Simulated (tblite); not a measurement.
Here is a computed GFN2-xTB geometry (Å):
```
atom  x, y, z in Å
C1     2.0810   -0.4102   -0.4678
C2     0.6619   -0.2814   -0.0721
C3    -0.1178    0.8164   -0.3877
N4    -1.3699    1.0508   -0.1009
C5    -2.1390    0.1072    0.6419
H6     2.4154    0.4587   -1.0298
H7     2.2273   -1.3052   -1.0768
H8     2.7141   -0.5275    0.4148
H9     0.2391   -1.1012    0.4914
H10    0.3515    1.6153   -0.9566
H11   -1.7165   -0.0772    1.6368
H12   -3.1431    0.5159    0.7573
H13   -2.2084   -0.8611    0.1319
```

Doublet state.

Problem. Which heavy atoms are bonded, and with what formal order?

Solution. C1–C2 1.48 Å (single); C2–C3 1.38 Å (single); C3–N4 1.31 Å (double); N4–C5 1.43 Å (single). Bonds to hydrogen (Å): C1–H6 1.09; C1–H7 1.09; C1–H8 1.09; C2–H9 1.08; C3–H10 1.09; C5–H11 1.10; C5–H12 1.09; C5–H13 1.10. The orders are those of one drawing; other resonance forms can be drawn.

Problem. Give the structure as a SMILES string.

Solution. `C[CH]/C=N\C`, C4H8N.

Problem. What is the point group of this geometry?

Solution. Cs (every atom within 0.08 Å of its image).

Problem. Classify the heavy atoms.

Solution. C1: carbon bonded to C and 3 H; C2: carbon bonded to 2 C and H; C3: carbon bonded to C, N and H; N4: nitrogen bonded to 2 C; C5: carbon bonded to N and 3 H.

Problem. What is the arrangement about C1?

Solution. It has 4 neighbours (C2, H6, H7, H8) and is tetrahedral (angles from 106.6° to 111.3°).

Problem. What is the arrangement about C2?

Solution. It has 3 neighbours (C1, C3, H9) and is planar (angles 123.3°, 120.0° and 116.7°, sum 360.0°, 0.00 Å off the plane of its three neighbours).
